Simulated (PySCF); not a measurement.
## Which determinant of MgH⁺ lies lowest?

Unrestricted PBE0; basis Mg def2-SVP, H def2-SVP; no relativity; PySCF 2.14. Outer shells of the fragments: Mg+ 3s1; H 1s1.

Followed along the bond (rough minima from three points):

| 2Ms+1 | unpaired | ⟨S²⟩ at the start | R at minimum (Å) | Te (eV) |
| --- | --- | --- | --- | --- |
| 1 | none | 0.00 | 1.66 | 0.00 |
| 3 | σ ↑↑ | 2.00 | none in the scan | ≤ 2.51 |

Solutions found at the starting distance of 1.775 Å, counted from the lowest of them; the search is not exhaustive and high or unbound solutions are not listed, so other states can lie among these:

```tsv
2Ms+1	unpaired	term	E (eV)	⟨S²⟩	⟨Lz²⟩	μ (D)
1	none	¹Σ⁺	0.00	0.00	0.00	-3.39
3	σ ↑↑	³Σ⁺	2.76	2.00	0.00	2.25
3	σ ↑, π ↑	³Π	5.51	2.00	1.00	-0.01
1	σ ↓, π ↑	mixed	5.72	1.00	1.00	0.20
```

A term symbol is given only where ⟨S²⟩ and ⟨Lz²⟩ are close to those of a pure state; real π, δ and φ orbitals otherwise mix terms. A positive dipole points towards H; it is taken about the centre of mass and depends on that origin.

Counting both spins, an empty level lies below a filled one in some of these solutions, because spin and occupation are held.
